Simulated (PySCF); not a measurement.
This PySCF input asks for the NMR shieldings of `NC=O`, CH$_{3}$NO; the geometry comes from PBE0-D3(BJ)/def2-TZVP.

```python
import basis_set_exchange as bse
import numpy as np
from pyscf import gto, dft
from pyscf.prop import nmr

atoms = """
N    -0.671279   -0.061666    0.131304
C     0.647108    0.044687   -0.141750
O     1.363293   -0.872425   -0.458998
H    -1.112754   -0.963856    0.073499
H    -1.216232    0.738633    0.393951
H     1.014848    1.084151   -0.042446
"""
names = dict.fromkeys(["N", "C", "O", "H"], "pcSseg-2")
basis = {el: gto.basis.parse(bse.get_basis(n, elements=[el], fmt="nwchem")) for el, n in names.items()}
mol = gto.M(atom=atoms, basis=basis, charge=0, verbose=0)
mf = dft.RKS(mol, xc="PBE0")
mf.grids.level = 2
mf.grids.alignment = dft.numint.BLKSIZE   # the property module wants whole blocks of grid points
mf.conv_tol = 1e-9
mf.kernel()

calc = nmr.RKS(mf)   # GIAO
C = mf.mo_coeff
Co = C[:, mf.mo_occ > 0]
resp = mf.gen_response(singlet=True, hermi=2)
def vind(x):   # induced exchange potential for any number of trial vectors
    d = np.einsum("pi,xij,qj->xpq", C, 2 * x.reshape(-1, C.shape[1], Co.shape[1]), Co, optimize=True)
    return np.einsum("xpq,pi,qj->xij", resp(d - d.transpose(0, 2, 1)), C, Co, optimize=True).ravel()
mo1, _ = nmr.rhf.solve_mo1(calc, with_cphf=vind)
sigma = calc.kernel(mo1)
for i, s in enumerate(sigma):   # ppm
    print("%2d %-2s %9.2f" % (i, mol.atom_pure_symbol(i), np.trace(s) / 3))
```

Problem. Give the expected output.

Solution. 
```
 0 N     147.81
 1 C      20.05
 2 O     -92.53
 3 H      26.77
 4 H      26.76
 5 H      23.14
```

These numbers come from an equivalent density-fitted implementation of the same equations, which agrees with the script to about 0.01 ppm for H and up to a few tenths of a ppm for heavy atoms, so last digits may differ.

Problem. Turn these shieldings into chemical shifts. Shifts are taken against calculated references (same method and geometry level): $^{15}$N (263.78 ppm) vs NH3; TMS for $^{13}$C (186.03 ppm), $^{1}$H (31.52 ppm); H2O for $^{17}$O (329.54 ppm).

Solution. Averaging equivalent atoms: N 0: 116.0; C 1: 166.0; O 2: 422.1; H 5: 8.38; H 4: 4.76; H 3: 4.75 ppm. Unscaled 17O shifts of doubly bonded oxygen tend to come out too high, by tens of ppm or more. Experimental scales use liquid or dissolved standards, which lie at an offset from isolated NH3 (liquid NH3: subtract about 20 ppm) and H2O (liquid H2O: subtract about 36 ppm).

Size and cost of the density-fitted run: 150 basis functions, 11 s wall time on 1 thread of an Arm Neoverse N1, shared host; peak memory 0.54 GiB.
